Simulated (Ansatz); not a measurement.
**CH6BO+: functionals against CCSD(T) at one geometry**

A test off equilibrium: a structure displaced at random from a GFN2-xTB minimum is computed at several levels, and each is set against CCSD(T).

The runs use Ansatz 0.2.0, Gaussian basis; single points in def2-TZVPP.

Correlated methods freeze the cores. B3LYP uses VWN-RPA correlation.

### 1 The system as given

9 atoms, charge 1, spin multiplicity 1.

Atoms are counted from 1 here; the program's logs count them from 0.

Bond lengths: B1–O2 1.454 Å, B1–H4 1.257 Å, B1–H5 1.283 Å, O2–C3 1.419 Å, O2–H6 0.860 Å, C3–H7 1.082 Å, C3–H8 1.213 Å, C3–H9 1.033 Å. Angles: O2–B1–H4 125.9°, O2–B1–H5 109.4°, H4–B1–H5 121.3°, B1–O2–C3 107.1°, B1–O2–H6 117.9°, C3–O2–H6 97.8°, O2–C3–H7 117.1°, O2–C3–H8 110.0°, O2–C3–H9 104.0°, H7–C3–H8 103.0°, H7–C3–H9 114.3°, H8–C3–H9 108.3°.

Coordinates:

```xyz
9
CH6BO
B    -0.3716    0.7010   -1.0393
O    -0.1540    0.6035    0.3953
C     0.5245   -0.6206    0.6319
H    -1.2902    0.1377   -1.6858
H     0.2118    1.7522   -1.4885
H    -0.8368    0.4567    0.8968
H     1.3940   -0.8272    0.0225
H    -0.2086   -1.5555    0.3872
H     0.7099   -0.6120    1.6481
```

### 2 CCSD(T)/def2-TZVPP

run/in.yaml reads:

```yaml
crystal:
  periodic: [false, false, false]
  atoms:
    - {symbol: B, position_ang: [-0.371600, 0.701000, -1.039300]}
    - {symbol: O, position_ang: [-0.154000, 0.603500, 0.395300]}
    - {symbol: C, position_ang: [0.524500, -0.620600, 0.631900]}
    - {symbol: H, position_ang: [-1.290200, 0.137700, -1.685800]}
    - {symbol: H, position_ang: [0.211800, 1.752200, -1.488500]}
    - {symbol: H, position_ang: [-0.836800, 0.456700, 0.896800]}
    - {symbol: H, position_ang: [1.394000, -0.827200, 0.022500]}
    - {symbol: H, position_ang: [-0.208600, -1.555500, 0.387200]}
    - {symbol: H, position_ang: [0.709900, -0.612000, 1.648100]}
basis:
  gaussian: {orbitals: def2-TZVPP}
total_charge: 1
correlation: {method: ccsd_t}
output: {forces: true}
```

No record of the launch command was kept for these runs.

### 3 PBE0-D4/def2-TZVPP

run/in.yaml: that of step 2 with these lines changed.

```diff
@@ -15,3 +15,3 @@
 total_charge: 1
-correlation: {method: ccsd_t}
-output: {forces: true}
+hamiltonian: {xc: pbe0, dispersion: d4}
+output: {forces: true, orbitals: {seedname: orbitals}}
```

### 4 wB97M-V/def2-TZVPP

run/in.yaml: that of step 3 with these lines changed.

```diff
@@ -15,3 +15,3 @@
 total_charge: 1
-hamiltonian: {xc: pbe0, dispersion: d4}
-output: {forces: true, orbitals: {seedname: orbitals}}
+hamiltonian: {xc: {name: wB97M-V}}
+output: {forces: true}
```

### 5 r2SCAN-D4/def2-TZVPP

run/in.yaml: that of step 4 with these lines changed.

```diff
@@ -15,3 +15,3 @@
 total_charge: 1
-hamiltonian: {xc: {name: wB97M-V}}
+hamiltonian: {xc: r2scan, dispersion: d4}
 output: {forces: true}
```

### 6 PBE-D4/def2-TZVPP

run/in.yaml: that of step 5 with these lines changed.

```diff
@@ -15,3 +15,3 @@
 total_charge: 1
-hamiltonian: {xc: r2scan, dispersion: d4}
+hamiltonian: {xc: pbe, dispersion: d4}
 output: {forces: true}
```

### 7 revPBE-D4/def2-TZVPP

run/in.yaml: that of step 6 with these lines changed.

```diff
@@ -15,3 +15,3 @@
 total_charge: 1
-hamiltonian: {xc: pbe, dispersion: d4}
+hamiltonian: {xc: {name: revPBE}, dispersion: d4}
 output: {forces: true}
```

### 8 B3LYP-D4/def2-TZVPP

run/in.yaml: that of step 7 with these lines changed.

```diff
@@ -15,3 +15,3 @@
 total_charge: 1
-hamiltonian: {xc: {name: revPBE}, dispersion: d4}
+hamiltonian: {xc: {name: B3LYP}, dispersion: d4}
 output: {forces: true}
```

(Steps that only read results are left out.)

Q: Predict the outcome of this session. Wanted: energy less free atoms, CCSD(T)/def2-TZVPP; RMS force component; RMS force error; HOMO and LUMO, PBE0-D4; T1 diagnostic.

As calculated:

```
                                  quantity                                                                                              value
energy less free atoms, CCSD(T)/def2-TZVPP                                                                                    -524.1 kcal/mol
                       RMS force component                                                               2.658 to 2.732 eV/Å over the methods
                           RMS force error  PBE0-D4 0.127, wB97M-V 0.050, r2SCAN-D4 0.064, PBE-D4 0.195, revPBE-D4 0.186, B3LYP-D4 0.059 eV/Å
                    HOMO and LUMO, PBE0-D4                                                                                -15.30 and -8.02 eV
                             T1 diagnostic                                                                                              0.009
```

**Reading.** Against CCSD(T) the functionals' energies less atoms differ by -22.8 to -5.1 kcal/mol, PBE-D4 by -22.8 kcal/mol. CCSD(T) in triple zeta still lacks some correlation energy of the bonds, so part of these gaps is its own basis error and they don't rank the functionals. For forces wB97M-V does best and PBE-D4 worst. Frozen-core CCSD(T) forces in triple zeta carry basis errors of their own, and this is one geometry, so small gaps rank nothing.
